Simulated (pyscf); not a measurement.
H₂N–BH–NH₂ -> H₂B–NH–NH₂, a concerted two-bond exchange (singlet surface; B–N, H–N broken, N–N, B–H formed). Optimised with ωB97X-D3(BJ)/def2-SVP in PySCF. MP2 and CC: frozen core, UHF for open shells. ΔMP2 is the change of the MP2 total energy from the triple- to the quadruple-zeta basis. Energies in kcal/mol from the reactant's lowest minimum found.

Small-basis levels: PySCF, no dispersion term, spherical d functions. AM1 to PM7: differences of heats of formation from MOPAC, which are fitted to 298 K values and so differ in kind from electronic energies by zero-point and thermal terms. Cost: rough CPU time at the saddle relative to B3LYP/6-31G*, from one job on a shared machine.

| level | barrier | reaction energy | cost |
|---|---|---|---|
| HF/STO-3G | 268.9 | +50.4 | 0.04 |
| HF/6-31G* | 204.7 | +59.0 | 0.06 |
| MP2/6-31G* | 178.1 | +58.8 | 0.07 |
| BP86/6-31G* | 153.4 | +53.9 | 1 |
| B3LYP/STO-3G | 204.4 | +53.3 | 0.6 |
| B3LYP/6-31G* | 166.7 | +55.4 | 1 |
| M06-2X/6-31G* | 177.8 | +56.5 | 2 |
| B3LYP/6-311+G** | 167.0 | +61.6 | 1 |
| B3LYP/def2-SVP | 170.1 | +59.4 | 0.9 |
| PM3 | 148.2 | +58.0 | under 0.02 |
| PM6 | 165.0 | +44.3 | under 0.02 |
| PM7 | 162.2 | +49.5 | under 0.02 |
| CCSD(T)/def2-TZVPP + ΔMP2(QZVPP) | 170.7 | +62.3 | – |

Against the last row the barrier runs from -22.6 (PM3) to +98.1 kcal/mol (HF/STO-3G). CCSD(T)/def2-TZVPP + ΔMP2(QZVPP) has limits of its own. On the product side the descent ends in a point that may be a rotor saddle (no frequency run), 1.3 kcal/mol over the lowest minimum found and 118.2 kcal/mol under the saddle at ωB97X-D3(BJ)/def2-TZVP. At ωB97X-D3(BJ)/def2-TZVP the barrier from the zero used here is 179.8 kcal/mol. From the product side, [H₂B–NH]• + NH₂• lies, by one bond made or cut, 31.7 kcal/mol under this saddle at ωB97M-D3(BJ)/def2-TZVP. The same reactants have a lower exit, to HB=NH + NH₃ (barrier +59.7 kcal/mol at ωB97M-D3(BJ)/def2-TZVP, against +175.8 kcal/mol here). This is the saddle that the search found; another between the same sides may lie lower. One closed-shell reference is unstable to symmetry breaking; treat the single-reference values with care. The CCSD(T) − MP2 part came from Ansatz, without density fitting, on the same reference. The largest closed-shell T1 diagnostic is 0.030, which may signal static correlation.
